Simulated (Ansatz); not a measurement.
Barrier height from H + H2S (SMILES S) to the transition structure H3S, without zero-point energy, on the benchmark's geometries as Psi4's copy of the set gives them.
Transition structure (charge 0, multiplicity 2):
```xyz
4

H      1.2621    -0.2201     0.0000
S      0.0000     0.2232     0.0000
H     -0.5006    -1.1154     0.0000
H     -0.7615    -2.2349     0.0000
```
Reactant (charge 0, multiplicity 1):
| atom | x (Å) | y (Å) | z (Å) |
|---|---|---|---|
| S | 0.0000 | 0.0000 | 0.1025 |
| H | 0.0000 | 0.9662 | -0.8202 |
| H | 0.0000 | -0.9662 | -0.8202 |

Open shells are unrestricted; no spin–orbit coupling.

Frozen-core correlation. CBS(a, b) extrapolates the correlation energy as X⁻³ and adds the Hartree–Fock energy of set b.

Programs: Ansatz (a program for electronic structure) with Gaussian orbitals. Values without a source in brackets are computed.

The comparison value is 15.0 kJ/mol (CCSD(T)/CBS(aug-cc-pV(D+d)Z, aug-cc-pV(T+d)Z)). It is a level with limits of its own, not the exact answer.

Question: Order these levels by how close they come to the comparison value for the barrier height, closest first: wB97X-V/def2-TZVPPD, CCSD(T)/cc-pVDZ, B97M-V/def2-TZVPPD, revPBE/def2-TZVPPD. Give each level's value less the comparison value.

Answer: wB97X-V/def2-TZVPPD (2.0 kJ/mol), CCSD(T)/cc-pVDZ (6.2 kJ/mol), B97M-V/def2-TZVPPD (-11.0 kJ/mol), revPBE/def2-TZVPPD (-16.3 kJ/mol)
